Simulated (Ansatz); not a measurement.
## Formation enthalpy of ZnSnO₃ (R3c, No. 161; cell taken from a computed entry) at several levels of theory

No measured value is used here.

**Question.** Put these levels in order of the formation enthalpy that they give for ZnSnO₃ (R3c, No. 161; cell taken from a computed entry), smallest first: HSE06 (Ansatz, a quantum-chemistry and plane-wave program), LDA (Ansatz), PBE-D3(BJ) (Ansatz).

**Answer.** LDA (-1.834 eV/atom), HSE06 (-1.608 eV/atom), PBE-D3(BJ) (-1.571 eV/atom)

Density-functional levels without +SOC have no spin–orbit coupling, which shifts binding energies of heavy elements. PBE-D3(BJ), LDA: the relaxation could not lower the start's symmetry, so the cell can be a saddle point above a distorted one. HSE06: exact exchange on metals is sensitive to the k mesh and can open a false gap. HSE06: the run warned that the count of filled bands differs between k points. Values are at the level's own equilibrium cell; HSE06 at the PBEsol cell. Ansatz's density-functional and Hartree–Fock values are scalar-relativistic unless marked +SOC, with PAW data made under PBE.
